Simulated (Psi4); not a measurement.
**A workflow on BH3S (SMILES BS)**

Wanted: a geometry optimisation (singlet BH3S, PBEh-3c/def2-mSVP), then a single-point energy (doublet BH3S+, UPBEh-3c/def2-mSVP), then a geometry optimisation (doublet BH3S+, UPBEh-3c/def2-mSVP), then a single-point energy (singlet BH3S, PBEh-3c/def2-mSVP) of BH3S. 

Program for the calculation: Psi4 1.11.

## Step 1: The system as given

BH3S has 5 atoms, charge 0, and is taken as a singlet. As SMILES, `BS`. Geometry: relaxed at PBE0-D4/def2-TZVP. The run starts from this shape.

Bond lengths: B1–S2 1.765 Å, B1–H3 1.192 Å, B1–H4 1.190 Å, S2–H5 1.344 Å. Angles: B1–S2–H5 99.2°, S2–B1–H3 115.8°, S2–B1–H4 121.4°, H3–B1–H4 122.7°.

## Step 2: A structure relaxation at PBEh-3c/def2-mSVP (density fitting) (run 1)

The input, bh3s.in:

```
memory 1.6 GB

molecule {
  0 1
  B     -0.392100    -0.421000     0.088100
  S      0.161700     1.236900    -0.154300
  H     -1.562900    -0.556400     0.264200
  H      0.367100    -1.337600     0.074200
  H      1.476100     1.004400    -0.313600
}


optimize("pbeh-3c")
```

The run is started by

```bash
$ psi4 bh3s.in bh3s.out -n 1
```

bh3s.out:

```text
[...]
  Running in c1 symmetry.
[...]
  Nuclear repulsion =   43.070548964180006
[...]
  Multiplicity = 1
[...]
  Nalpha       = 12
  Nbeta        = 12
[...]
    Number of basis functions: 39
[...]
   @DF-RKS iter   1:  -424.28864274014330   -3.78041e-01   6.47800e-03 ADIIS/DIIS
[...]
   @DF-RKS iter   6:  -424.33643931712095   -1.13687e-12   5.15858e-09 DIIS
[...]
  @DF-RKS Final Energy:  -424.33643931712095
   => Energetics <=
    Nuclear Repulsion Energy =             43.0309656242891378
    One-Electron Energy =                -669.7502008738413224
    Two-Electron Energy =                 220.2575579421879297
    DFT Exchange-Correlation Energy =     -17.8779894193838373
    Empirical Dispersion Energy =           0.0032274096271564
    VV10 Nonlocal Energy =                  0.0000000000000000
    Total Energy =                       -424.3364393171209485
[...]
 Multipole Moments:
 ------------------------------------------------------------------------------------
     Multipole            Electronic (a.u.)      Nuclear  (a.u.)        Total (a.u.)
 ------------------------------------------------------------------------------------
 L = 1.  Multiply by 2.5417464519 to convert [e a0] to [Debye]
 Dipole X            :         -0.1723026            0.5852718            0.4129692
 Dipole Y            :          1.6830610           -1.7937600           -0.1106991
 Dipole Z            :         -0.1414753            0.0956462           -0.0458291
 Magnitude           :                                                    0.4299978
[...]
  -Total Gradient:
     Atom            X                  Y                   Z
    ------   -----------------  -----------------  -----------------
       1       -0.000005672125    -0.000093772560     0.000228182819
       2        0.000018694069     0.000056558475    -0.000050596842
       3        0.000021483350     0.000027394498    -0.000092897005
       4       -0.000011923724     0.000017928198    -0.000078652300
       5       -0.000026697530    -0.000006708292    -0.000005748849
[...]
    Final optimized geometry and variables:
    Molecular point group: c1
    Full point group: C1
    Geometry (in Angstrom), charge = 0, multiplicity = 1:
    B           -0.422589844352    -1.161196355007     0.175336142973
    S            0.139510288350     0.497839367147    -0.069275394634
    H           -1.588668344744    -1.302533382892     0.349934950013
    H            0.328317816076    -2.081116151350     0.161725252558
    H            1.450847652338     0.274984513566    -0.229320808180
    Psi4 run time: 0:00:06.16
[...]
```

On the terminal:

```text
Optimizer: Optimization complete!
```

Wall time 6.9 s (1 thread of AMD EPYC 9R45 (Zen 5), shared host); peak memory 0.36 GiB.

Steps, from the record of the run:

```csv
step,energy from the first frame kept (eV),largest force (eV/Å)
0,0.0000,0.2052
1,-0.0015,0.0402
2,-0.0016,0.0181
3,-0.0016,0.0127
```

After the run. Bond lengths: B1–S2 1.769 Å, B1–H3 1.188 Å, B1–H4 1.188 Å, S2–H5 1.340 Å. Angles: B1–S2–H5 99.9°, S2–B1–H3 116.4°, S2–B1–H4 121.6°, H3–B1–H4 122.0°.

## Step 3: The doublet cation: the energy at UPBEh-3c/def2-mSVP (density fitting) (run 2)

The input, input.dat:

```
memory 1600 MB

molecule m {
  1 2
  B     -0.75193147    -0.79712994     0.16956135
  S      0.31028358     2.33799373    -0.29268645
  H     -2.95549953    -1.06421816     0.49950564
  H      0.66707899    -2.53552491     0.14384028
  H      2.78835326     1.91685881    -0.59512956
  units bohr
}

set {
  reference uks
}

energy('pbeh-3c')
print_variables()
```

The run is started by

```bash
$ psi4 -n 1 input.dat output.dat
```

output.dat:

```text
[...]
  Running in c1 symmetry.
[...]
  Nuclear repulsion =   43.030962898482457
[...]
  Multiplicity = 2
[...]
  Nalpha       = 12
  Nbeta        = 11
[...]
    Number of basis functions: 39
[...]
   @DF-UKS iter   1:  -423.88375795859702    2.60871e-02   5.47345e-03 DIIS/ADIIS
[...]
   @DF-UKS iter   9:  -423.92782791389982   -2.31967e-09   2.62070e-07 DIIS
[...]
   @S^2 Observed:                7.540623485E-01
[...]
    Orbital Energies [Eh]
    ---------------------
    Alpha Occupied:
       1A    -89.960739     2A     -8.603131     3A     -7.255933
       4A     -6.501441     5A     -6.488347     6A     -6.484187
       7A     -1.188398     8A     -0.860082     9A     -0.771069
      10A     -0.706714    11A     -0.685914    12A     -0.639096
    Alpha Virtual:
      13A     -0.281433    14A     -0.208504    15A     -0.110054
      16A     -0.010185    17A      0.015379    18A      0.037336
      19A      0.100833    20A      0.125847    21A      0.138245
      22A      0.246394    23A      0.319568    24A      0.323635
      25A      0.345558    26A      0.464416    27A      0.473469
[...]
  @DF-UKS Final Energy:  -423.92782791389982
   => Energetics <=
    Nuclear Repulsion Energy =             43.0309628984824570
    One-Electron Energy =                -662.0886533964667251
    Two-Electron Energy =                 212.8178310937626634
    DFT Exchange-Correlation Energy =     -17.6911959216870613
    Empirical Dispersion Energy =           0.0032274120088155
    VV10 Nonlocal Energy =                  0.0000000000000000
    Total Energy =                       -423.9278279138998187
[...]
 Multipole Moments:
 ------------------------------------------------------------------------------------
     Multipole            Electronic (a.u.)      Nuclear  (a.u.)        Total (a.u.)
 ------------------------------------------------------------------------------------
 L = 1.  Multiply by 2.5417464519 to convert [e a0] to [Debye]
 Dipole X            :         -0.0753462            0.5852732            0.5099270
 Dipole Y            :          1.5805143           -1.7937595           -0.2132453
 Dipole Z            :         -0.1442911            0.0956455           -0.0486456
 Magnitude           :                                                    0.5548562
[...]
```

Run time: 3.6 s. Hardware: 1 thread of AMD EPYC 9R45 (Zen 5), shared host; peak memory 0.32 GiB.

## Step 4: The doublet cation: a geometry optimisation at UPBEh-3c/def2-mSVP (density fitting) (run 3)

The input, run.py:

```python
import psi4

psi4.set_memory(1600000000)
psi4.set_num_threads(1)
psi4.core.set_output_file('output.dat', False)

geom = psi4.geometry("""
1 2
B
S 1 1.768669
H 1 1.187518 2 116.3624
H 1 1.18756 3 122.03148 2 -179.82433
H 2 1.339734 1 99.87874 3 -179.90576
units angstrom
symmetry c1
""")

options = {'reference': 'uks'}
psi4.set_options(options)

e = psi4.optimize('pbeh-3c', molecule=geom)
print(f'total energy {e:.8f} hartree = {e * 27.211386:.5f} eV')
geom.save_xyz_file('final.xyz', False)
for k, v in sorted(psi4.core.scalar_variables().items()):
    print(f'{k:45s} {v:18.10f}')
```

The run is started by

```bash
$ python run.py
```

output.dat:

```text
[...]
  Running in c1 symmetry.
[...]
  Nuclear repulsion =   43.030967855685098
[...]
  Multiplicity = 2
[...]
  Nalpha       = 12
  Nbeta        = 11
[...]
    Number of basis functions: 39
[...]
   @DF-UKS iter   1:  -423.88375789111342    2.60874e-02   5.47345e-03 DIIS/ADIIS
[...]
   @DF-UKS iter  10:  -423.93813062105755   -2.61480e-12   3.93138e-09 DIIS
[...]
   @S^2 Observed:                7.544026239E-01
[...]
  @DF-UKS Final Energy:  -423.93813062105755
   => Energetics <=
    Nuclear Repulsion Energy =             40.4112745238123310
    One-Electron Energy =                -657.1409076813290540
    Two-Electron Energy =                 210.4506836531845124
    DFT Exchange-Correlation Energy =     -17.6619040242960317
    Empirical Dispersion Energy =           0.0027229075706935
    VV10 Nonlocal Energy =                  0.0000000000000000
    Total Energy =                       -423.9381306210574962
[...]
 Multipole Moments:
 ------------------------------------------------------------------------------------
     Multipole            Electronic (a.u.)      Nuclear  (a.u.)        Total (a.u.)
 ------------------------------------------------------------------------------------
 L = 1.  Multiply by 2.5417464519 to convert [e a0] to [Debye]
 Dipole X            :         -0.0003561            0.0011963            0.0008402
 Dipole Y            :          0.6095972           -1.1590679           -0.5494707
 Dipole Z            :          1.1196272           -1.4033751           -0.2837479
 Magnitude           :                                                    0.6184106
[...]
  -Total Gradient:
     Atom            X                  Y                   Z
    ------   -----------------  -----------------  -----------------
       1        0.000004617089     0.000021892497     0.000047172336
       2        0.000014278450     0.000000872474    -0.000105735537
       3       -0.000011040985    -0.000001989988     0.000026564486
       4        0.000005717995    -0.000012446801     0.000039738521
       5       -0.000013599338    -0.000006305811    -0.000004934146
[...]
    Final optimized geometry and variables:
    Molecular point group: c1
    Full point group: C1
    Geometry (in Angstrom), charge = 1, multiplicity = 2:
    B
    S             1    1.954648
    H             1    1.175474      2  112.058014
    H             1    1.175880      3  131.641516      2  179.983571
    H             2    1.350456      1  100.314206      3 -179.931569
[...]
```

Standard output:

```text
Some dependencies such as QCElemental have not yet finished migration to pydantic v2. If issues are encountered please downgrade pydantic or upgrade QCElemental as appropriate
	Previous geometry is closer to target in internal coordinates, so using that one.

	Best geometry has RMS(Delta(q)) = 5.09e-06

	Energy ratio indicates iffy step.
	Intrafrag trust radius decreased to   0.25.
	Previous geometry is closer to target in internal coordinates, so using that one.

	Best geometry has RMS(Delta(q)) = 2.93e-03

	Previous geometry is closer to target in internal coordinates, so using that one.

	Best geometry has RMS(Delta(q)) = 3.02e-04

Optimizer: Optimization complete!
total energy -423.93813062 hartree = -11535.94411 eV
CURRENT ENERGY                                   -423.9381306211
CURRENT REFERENCE ENERGY                         -423.9381306211
DD SOLVATION ENERGY                                 0.0000000000
DFT FUNCTIONAL TOTAL ENERGY                      -423.9408535286
DFT TOTAL ENERGY                                 -423.9381306211
DFT VV10 ENERGY                                     0.0000000000
DFT XC ENERGY                                     -17.6619040243
DISPERSION CORRECTION ENERGY                       -0.0012012584
GRID ELECTRONS ALPHA                               12.0000038529
GRID ELECTRONS BETA                                11.0000015888
GRID ELECTRONS TOTAL                               23.0000054417
NUCLEAR REPULSION ENERGY                           40.4112745238
ONE-ELECTRON ENERGY                              -657.1409076813
OPTIMIZATION ITERATIONS                             7.0000000000
PBEH3C DISPERSION CORRECTION ENERGY                -0.0012012584
PCM POLARIZATION ENERGY                             0.0000000000
PE ENERGY                                           0.0000000000
SCF ITERATION ENERGY                             -423.9381306211
SCF ITERATIONS                                     10.0000000000
SCF TOTAL ENERGY                                 -423.9381306211
TWO-ELECTRON ENERGY                               210.4506836532
XC GRID RADIAL POINTS                              75.0000000000
XC GRID SPHERICAL POINTS                          302.0000000000
XC GRID TOTAL POINTS                           108294.0000000000
```

Wall time 18 s (1 thread of AMD EPYC 9R45 (Zen 5), shared host); peak memory 0.36 GiB.

The path in brief:

```csv
step,energy from the first frame kept (eV),largest force (eV/Å)
0,0.0000,3.8321
1,-0.2274,1.3042
2,-0.2700,0.5242
3,-0.2701,0.4105
4,-0.2775,0.1938
5,-0.2803,0.0217
6,-0.2804,0.0055
```

After the run. Bond lengths: B1–S2 1.955 Å, B1–H3 1.175 Å, B1–H4 1.176 Å, S2–H5 1.350 Å. Angles: B1–S2–H5 100.3°, S2–B1–H3 112.1°, S2–B1–H4 116.3°, H3–B1–H4 131.6°.

## Step 5: A single-point energy at PBEh-3c/def2-mSVP (density fitting) (run 4)

The input, job.inp:

```
memory 1600 mb

molecule geom {
  0 1
  B     -0.442212    -0.550794     0.108740
  S      0.178994     1.282692    -0.161592
  H     -1.604848    -0.603146     0.273892
  H      0.381478    -1.389497     0.080317
  H      1.502433     1.068189    -0.323552
  units angstrom
}

set globals {
  reference rks
}

E, wfn = energy("pbeh-3c", return_wfn=True)
```

The run is started by

```bash
$ psi4 job.inp job.out -n 1
```

job.out:

```text
[...]
  Running in c1 symmetry.
[...]
  Nuclear repulsion =   40.411275199446777
[...]
  Multiplicity = 1
[...]
  Nalpha       = 12
  Nbeta        = 12
[...]
    Number of basis functions: 39
[...]
   @DF-RKS iter   1:  -424.29243380590941   -5.39332e-01   5.33042e-03 ADIIS/DIIS
[...]
   @DF-RKS iter   8:  -424.32396418100427   -7.51561e-09   3.91665e-07 DIIS
[...]
    Orbital Energies [Eh]
    ---------------------
    Doubly Occupied:
       1A    -89.593251     2A     -8.232837     3A     -7.015030
       4A     -6.123199     5A     -6.119269     6A     -6.117220
       7A     -0.810401     8A     -0.576748     9A     -0.475278
      10A     -0.421095    11A     -0.364799    12A     -0.320491
[...]
  @DF-RKS Final Energy:  -424.32396418100427
   => Energetics <=
    Nuclear Repulsion Energy =             40.4112751994467772
    One-Electron Energy =                -664.6449805338818351
    Two-Electron Energy =                 217.7535662275841446
    DFT Exchange-Correlation Energy =     -17.8465479823456619
    Empirical Dispersion Energy =           0.0027229081923165
    VV10 Nonlocal Energy =                  0.0000000000000000
    Total Energy =                       -424.3239641810042713
[...]
 Multipole Moments:
 ------------------------------------------------------------------------------------
     Multipole            Electronic (a.u.)      Nuclear  (a.u.)        Total (a.u.)
 ------------------------------------------------------------------------------------
 L = 1.  Multiply by 2.5417464519 to convert [e a0] to [Debye]
 Dipole X            :         -0.3351412            0.6415205            0.3063792
 Dipole Y            :          1.3208032           -1.7013551           -0.3805519
 Dipole Z            :         -0.0863874            0.0821585           -0.0042289
 Magnitude           :                                                    0.4885754
[...]
```

It took 3 s on 1 thread of AMD EPYC 9R45 (Zen 5), shared host; peak memory 0.32 GiB.

## Step 6: Results

| quantity | value |
| --- | --- |
| run 1, PBEh-3c/def2-mSVP: total energy at the end | -424.33644 Eh |
| run 1, PBEh-3c/def2-mSVP: dipole moment | 1.09 D |
| run 1, PBEh-3c/def2-mSVP: HOMO energy | -9.29 eV |
| run 1, PBEh-3c/def2-mSVP: LUMO energy | -0.59 eV |
| run 1, PBEh-3c/def2-mSVP: HOMO–LUMO gap | 8.70 eV |
| doublet cation, run 2: total energy | -423.92783 Eh |
| doublet cation, run 2: HOMO energy (highest over α and β) | -17.30 eV |
| doublet cation, run 2: LUMO energy (lowest over α and β) | -12.90 eV |
| doublet cation, run 2: ⟨S²⟩ | 0.754 |
| doublet cation, run 3: total energy at the end | -423.93813 Eh |
| doublet cation, run 3: HOMO energy (highest over α and β) | -17.53 eV |
| doublet cation, run 3: LUMO energy (lowest over α and β) | -12.24 eV |
| doublet cation, run 3: ⟨S²⟩ | 0.754 |
| run 4, PBEh-3c/def2-mSVP: total energy | -424.32396 Eh |
| run 4, PBEh-3c/def2-mSVP: dipole moment | 1.24 D |
| run 4, PBEh-3c/def2-mSVP: HOMO energy | -8.72 eV |
| run 4, PBEh-3c/def2-mSVP: LUMO energy | -1.04 eV |
| run 4, PBEh-3c/def2-mSVP: HOMO–LUMO gap | 7.69 eV |
| adiabatic ionisation energy (to the doublet cation, no zero-point term) | 10.839 eV |

**Reading.** The adiabatic ionisation energy (to the doublet cation, no zero-point term) is 10.84 eV (1046 kJ/mol). The optimisation (run 1, PBEh-3c/def2-mSVP) took 4 steps and changed the energy by -0.002 eV. The optimisation (doublet cation, run 3) took 7 steps and changed the energy by -0.280 eV.
